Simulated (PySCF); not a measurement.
Isomers of [C5H9N2]+ (charge +1), mass 97.077 u with the commonest isotopes. The calculation used PySCF 2.14.0, PBE0-D3(BJ)/def2-SVP geometry optimisation, gas phase. One conformer each, none proved a minimum here; rigid rotors.

Task: Order these by rotational constant B, smallest first.
A. `c1n(c[n+](c1)C)C`
B. `Cn1ccc[n+]1C`
C. `[NH2:1]/[CH:2]=[CH:3]/[CH:4]=[CH:5]/[CH:6]=[NH2+:7]` (charge +1) with C2–C3–C4–C5 180°, C4–C5–C6–N7 180° (streptocyanine-5)

Result: C (802.0 MHz), A (2061 MHz), B (3252 MHz).

Task: Order these by rotational constant A, smallest first.
A. `[NH2:1]/[CH:2]=[CH:3]/[CH:4]=[CH:5]/[CH:6]=[NH2+:7]` (charge +1) with C2–C3–C4–C5 180°, C4–C5–C6–N7 180° (streptocyanine-5)
B. `Cn1cc[n+](C)c1`
C. `CN1C=CC=[N+]1C`

Result: C (4062 MHz), B (6857 MHz), A (23612 MHz).

Task: Order these by rotational constant C, smallest first.
A. `[n+]1(ccn(C)c1)C`
B. `[NH2:1]/[CH:2]=[CH:3]/[CH:4]=[CH:5]/[CH:6]=[NH2+:7]` (charge +1) with C2–C3–C4–C5 180°, C4–C5–C6–N7 180°
C. `Cn1ccc[n+]1C`

Result: B (775.6 MHz), A (1618 MHz), C (1849 MHz).

```tsv
SMILES	point group	Ia (u·Å²)	Ib (u·Å²)	Ic (u·Å²)	κ	μa (D)	μb (D)	μc (D)
Cn1ccc[n+]1C	–	124.41	155.43	273.29	0.27	1.49	0.00	0.01
Cn1cc[n+](C)c1	C2v	73.71	245.16	312.36	-0.83	0.00	0.88	0.00
N/C=C/C=C/C=[NH2+]	C2v	21.40	630.15	651.56	-1.00	0.00	0.38	0.00
```
